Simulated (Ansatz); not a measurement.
```yaml
crystal:
  periodic: [false, false, false]
  atoms:
    - {symbol: Li, position_ang: [-0.919848, 0.474130, -1.244049]}
    - {symbol: Al, position_ang: [0.622085, 0.914730, 0.941093]}
    - {symbol: Al, position_ang: [0.297762, -1.388859, 0.302956]}
basis:
  gaussian: {orbitals: def2-TZVPD, initial_orbitals: start.molden}
total_charge: -1
hamiltonian: {xc: pbe}
correlation: {method: rpa}
scf: {omitted_lower_state_checks: [starts]}
```

The file start.molden holds the orbitals of an earlier run on this structure, at another level or in another basis.

```sh
$ ansatz run in.yaml --threads 2 --pin off --events-out ev --progress --plain --max-ram 4352MiB
```

It prints (some lines left out):

```
Functional definition: PBE
731 factors; integrals over basis functions are off by at most 9.6e-4 eV
mean field evaluation 1: about -13389.9523 eV, gradient 8.9e0 eV
mean field evaluation 2: about -13390.0062 eV, gradient 9.2e-2 eV
mean field evaluation 4: about -13390.0052 eV, gradient 5.9e-4 eV
mean field evaluation 8: about -13390.0052 eV, gradient 2.7e-6 eV
mean field -13390.00516882 eV, -492.0736138826 hartree, gradient 2.7e-6 eV, S^2 0.000000; 0 other end points of the search recorded, 0 dependent functions left out; unrestricted orbitals would lower it
mean field evaluation 16: about -13367.1146 eV, gradient 1.6e0 eV
mean field evaluation 32: about -13367.8417 eV, gradient 9.8e-4 eV
10 core orbitals not correlated: weight in the atoms' cores, before any rotation towards them, 1.000 or more for the frozen orbitals, at most 0.000 for the correlated occupied ones
reference -13365.99829271 eV, -491.1913774582 hartree; 5, 5 occupied and 88, 88 virtual orbitals, 731 factors
Error: the energy between an occupied orbital and the lowest state that it is excited into in its spin channel is -0.0333 eV and must be positive: a state without a gap has no random-phase energy
```

Can the result of this run be used?

No. The run stopped with an error. The reference has no gap: an occupied orbital lies above an empty one, and the correlation energy can't be formed.
